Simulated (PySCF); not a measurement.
**Potential energy of LiS along the bond**

Set-up: PySCF, spin-free X2C with a Gaussian nucleus, basis sets Li x2c-TZVPPall, S x2c-TZVPPall. Energies in eV from Li + S in their ground configurations at the same level. All curves are PBE0. state 1: ²Π (doublet), unpaired electrons π ↑; state 2: ²Σ⁺ (doublet), unpaired electrons σ ↑, a second solution, started from another occupation; state 3: ⁴Σ⁻ (quartet), unpaired electrons σ ↑, π ↑↑, a second solution, started from another occupation.

| R (Å) | state 1 | state 2 | state 3 |
| --- | --- | --- | --- |
| 1.846 | -2.603 | -2.215 | 1.2117 |
| 1.932 | -2.868 | -2.367 | 0.8074 |
| 2.018 | -3.015 | -2.433 | 0.5194 |
| 2.083 | -3.068 | -2.439 | 0.3608 |
| 2.147 | -3.083 | -2.418 | 0.2398 |
| 2.211 | -3.068 | -2.375 | 0.1484 |
| 2.297 | -3.012 | -2.293 | 0.0614 |
| 2.405 | -2.899 | -2.162 | -0.0069 |
| 2.534 | -2.726 | -1.978 | -0.0508 |
| 2.705 | -2.460 | -1.714 | -0.0736 |

Task: Put a parabola through the three lowest points of the state 1 curve and estimate Re, k and ωe (reduced mass 5.753 u; 1 eV/Å² = 0.16022 mdyn/Å; ωe = 1302.8·√(k/μ) cm⁻¹).

Result: Through R = 2.083, 2.147, 2.211 Å the second-order coefficient is 3.66 eV/Å², so Re ≈ 2.147 Å, k ≈ 1.17 mdyn/Å and ωe ≈ 588 cm⁻¹. A polynomial fit of higher order to the unrounded PBE0 energies gives Re = 2.144 Å, k = 1.18 mdyn/Å, ωe = 589 cm⁻¹; anharmonicity and rounding make the difference.

The higher-order fit for each curve: state 1: Re = 2.144 Å, ωe = 589 cm⁻¹, De = 3.08 eV; state 2: Re = 2.064 Å, ωe = 581 cm⁻¹, minimum 2.44 eV below the ground-state fragments. State 3 gave no clean fit.

Counting both spins, an empty level lies below a filled one in some of these solutions, because spin and occupation are held. The state was picked by a PBE0 search and need not be the measured ground state.
